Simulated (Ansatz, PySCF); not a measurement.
How UKS-PBE and FCI compare on the harmonic wavenumber of diatomic hydrides.

Values in cm⁻¹, from Ansatz (a quantum-chemistry and plane-wave program) and PySCF. Where two bases are given, the first is that of UKS-PBE. Full CI is exact in its basis, with frozen cores. Scans on which UKS-PBE failed, held another spin at the minimum or broke off are missing, so the means are lower bounds.

| system | basis | UKS-PBE | FCI | UKS-PBE − FCI |
|---|---|---|---|---|
| HGa singlet | aug-cc-pVDZ | 1510 | 1560 | -50 |
| HP triplet | cc-pVDZ | 2270 | 2330 | -60 |
| HSi cation singlet | cc-pVTZ | 2040 | 2150 | -110 |
| CH cation singlet | aug-cc-pVDZ | 2680 | 2840 | -160 |
| HSi cation singlet | cc-pVQZ | 2050 | 2160 | -110 |
| HMg doublet | def2-SVP | 1400 | 1470 | -70 |
| CH cation singlet | cc-pVDZ | 2710 | 2890 | -180 |
| HS doublet | def2-SVP | 2610 | 2720 | -110 |
| HCl singlet | cc-pVDZ | 2890 | 3010 | -120 |
| HF cation doublet | aug-cc-pVDZ | 2820 | 2980 | -160 |
| HLi singlet | cc-pVTZ | 1380 | 1390 | -10 |

The mean error against full CI is -104 cm⁻¹ (median -110) and the mean absolute one 104 cm⁻¹ (median 110); UKS-PBE lies above in 0 and below in 11 of 11 cases. It is closest for HLi singlet (-10), HGa singlet (-50), HP triplet (-60) and furthest off for CH cation singlet (-180), CH cation singlet (-160), HF cation doublet (-160).
